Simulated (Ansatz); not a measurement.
Input file for CH$_{4}$N, SMILES `[CH2]N` radical:

```yaml
crystal:
  periodic: [false, false, false]
  atoms:
    - {symbol: C, position_ang: [-0.319871, -0.571440, -0.195400]}
    - {symbol: N, position_ang: [0.368372, 0.544355, 0.254114]}
    - {symbol: H, position_ang: [-1.285452, -0.762973, 0.252631]}
    - {symbol: H, position_ang: [0.275150, -1.412869, -0.523592]}
    - {symbol: H, position_ang: [1.200432, 0.778588, -0.264393]}
    - {symbol: H, position_ang: [-0.196532, 1.360340, 0.430440]}
basis:
  gaussian: {orbitals: def2-TZVPP}
magnetization: {spin_polarized: true, initial_magnetization: 1}
correlation: {method: ccsd_t}
scf: {omitted_lower_state_checks: [cluster_reference]}
output: {orbitals: {seedname: orbitals}}
```

```sh
$ ansatz run in.yaml --threads 2 --pin off --events-out ev --progress --plain
```

Output of Ansatz, abridged:

```
Functional definition: HF
686 factors; integrals over basis functions are off by at most 1.0e-3 eV
mean field evaluation 1: about -2573.2740 eV, gradient 1.9e1 eV
mean field evaluation 2: about -2573.2763 eV, gradient 1.9e1 eV
mean field evaluation 4: about -2575.0757 eV, gradient 2.4e0 eV
mean field evaluation 8: about -2575.1389 eV, gradient 2.2e-1 eV
mean field -2575.14041010 eV, -94.6346645782 hartree, gradient 3.8e-6 eV, S^2 0.762818; 0 other end points of the search recorded, 0 dependent functions left out
2 core orbitals not correlated: weight in the atoms' cores, before any rotation towards them, 1.000 or more for the frozen orbitals, at most 0.000 for the correlated occupied ones
reference -2575.14041010 eV, -94.6346645782 hartree; 7, 6 occupied and 109, 110 virtual orbitals, 686 factors
second order -10.04009609 eV of doubles, -0.00000000 eV of singles
cycle   1  -10.39493657 eV  change   -3.5e-1 eV  update   6.2e-2
cycle   2  -10.64929614 eV  change   -2.5e-1 eV  update   2.1e-2
cycle   3  -10.69725918 eV  change   -4.8e-2 eV  update   1.2e-2
cycle   4  -10.69271960 eV  change    4.5e-3 eV  update   5.3e-3
cycle   5  -10.69410086 eV  change   -1.4e-3 eV  update   2.3e-3
cycle   6  -10.69385680 eV  change    2.4e-4 eV  update   6.7e-4
cycle   7  -10.69390222 eV  change   -4.5e-5 eV  update   2.0e-4
cycle   8  -10.69390617 eV  change   -4.0e-6 eV  update   7.1e-5
cycle   9  -10.69388823 eV  change    1.8e-5 eV  update   2.3e-5
cycle  10  -10.69389182 eV  change   -3.6e-6 eV  update   9.1e-6
perturbative correction -0.38021818 eV, -0.0139727604 hartree
Total energy: -2586.21452010 eV, -95.0416306144 hartree
Checks for a lower state left out: cluster_reference
```

Run time 11 s (2 threads of a server CPU on a shared host); peak host memory 0.79 GiB.

The correlation energy is -11.074 eV, 3.4 % of it from (T); the T1 diagnostic reads 0.0161.
